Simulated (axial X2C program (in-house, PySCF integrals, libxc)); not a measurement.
# What spin–orbit coupling does to BCl

Computed with an axial X2C code built on PySCF integrals. Spin-free means the one-electron spin-free X2C Hamiltonian; two-component (2c) means X2C with spin–orbit coupling and atomic mean-field two-electron Coulomb and Gaunt terms, so the difference of the two also holds small scalar two-electron terms. Basis: Cl dyall-av3z [9s8p3d2f], B dyall-v3z [7s6p2d1f] (cores contracted in-house); Gaussian nuclei, density fitting, unrestricted open shells. Masses: Cl 34.969 u, B 11.009 u.

Spin-free state: M_S = 0, Λ = 0 (closed shell); fragments Cl + B.

```json
{"level": "PBE0", "Re (Å)": "1.720", "ωe (cm⁻¹)": "834.4", "De (eV)": "5.286", "μ (D)": "-1.57"}
{"level": "HF", "Re (Å)": "1.721", "ωe (cm⁻¹)": "850.4", "De (eV)": "3.755", "μ (D)": "-1.40"}
{"level": "MP2", "Re (Å)": "1.714", "ωe (cm⁻¹)": "854.5", "De (eV)": "5.354", "μ (D)": "n/a"}
{"level": "CCSD", "Re (Å)": "1.723", "ωe (cm⁻¹)": "841.2", "De (eV)": "5.004", "μ (D)": "n/a"}
{"level": "CCSD(T)", "Re (Å)": "1.726", "ωe (cm⁻¹)": "834.9", "De (eV)": "5.167", "μ (D)": "n/a"}
{"level": "PBE", "Re (Å)": "1.734", "ωe (cm⁻¹)": "802.5", "De (eV)": "5.486", "μ (D)": "-1.57"}
```

Correlated methods: 10 electrons correlated (number of frozen shells: Cl 2 s, 1 p; B 1 s), 174 virtual spin orbitals or spinors in MP2, 90 natural virtuals in coupled cluster.

Dipoles are positive if B is the positive end.

Two-component determinant lowest at the distance of the search:

Ω = 0 (closed shell); fragments Cl + B.

```csv
level,Re (Å),ωe (cm⁻¹),De (eV),μ (D)
PBE0,1.721,834.3,5.281,-1.57
HF,1.721,850.2,3.695,-1.40
MP2,1.714,854.3,5.318,n/a
CCSD,1.724,841.0,4.968,n/a
CCSD(T),1.726,834.7,5.132,n/a
PBE,1.735,802.3,5.482,-1.57
```

Q: From the two tables, how do the constants change at the CCSD(T) level (2c against spin-free)?

A: At the CCSD(T) level Re is unchanged within 0.001 Å and ωe doesn't move by more than 0.2 cm⁻¹; De changes by -0.035 eV.

The state is one determinant whose occupation by symmetry is held fixed; it was picked as the lowest of a PBE0 search that is not exhaustive. Closed shells are restricted here (equal orbitals for both partners); the stretched side of such a curve lies too high. De is counted from the lowest determinant-based energies of the atoms at the same level, without counterpoise correction. CCSD and (T) use frozen natural virtuals with an MP2 correction for the truncation; (T) itself is uncorrected, so its De runs slightly low. In 2c an atomic determinant is not the ground J level, so De misses part of the atomic spin–orbit lowering. This holds for PBE0, PBE. The functionals have no current-density term, which raises determinants with orbital currents, atoms included.
